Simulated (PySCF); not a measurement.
Bonds broken one at a time in the series Al Br-SH. All species are isolated molecules in the gas phase. One relaxed conformer stands for each flexible species; it need not be the lowest. Strings in code marks are SMILES.

The highest occupied spin orbital from two functionals at the same geometries (r2SCAN-D4/def2-TZVP), both in PySCF: PBE-D3(BJ)/def2-TZVP and r2SCAN-D4/def2-TZVP. 

| species | PBE-D3(BJ)/def2-TZVP (eV) |
|---|---|
| radical fragment (`[Br]`) | -7.43 |
| radical fragment (`[Br][Al][Br]`) | -5.55 |
| radical fragment (`[SH]`) | -6.12 |
| radical fragment (`[Al]([Br])[SH]` (H–S–Al–Br torsion 0°)) | -5.34 |
| radical fragment (`[Al]([SH])[SH]` (H–S–Al–S torsion -1°, S–Al–S–H torsion -1°)) | -5.16 |

Question: What does r2SCAN-D4/def2-TZVP give for each?

Answer: 
- radical fragment (`[Br]`): -7.77
- radical fragment (`[Br][Al][Br]`): -5.87
- radical fragment (`[SH]`): -6.40
- radical fragment (`[Al]([Br])[SH]` (H–S–Al–Br torsion 0°)): -5.66
- radical fragment (`[Al]([SH])[SH]` (H–S–Al–S torsion -1°, S–Al–S–H torsion -1°)): -5.47
Over these rows, drawn at random from the members with no instability flagged (it was tested for open shells, ions and some series alone), PBE minus r2SCAN-D4: mean +0.31 eV, from +0.28 eV to +0.34 eV.
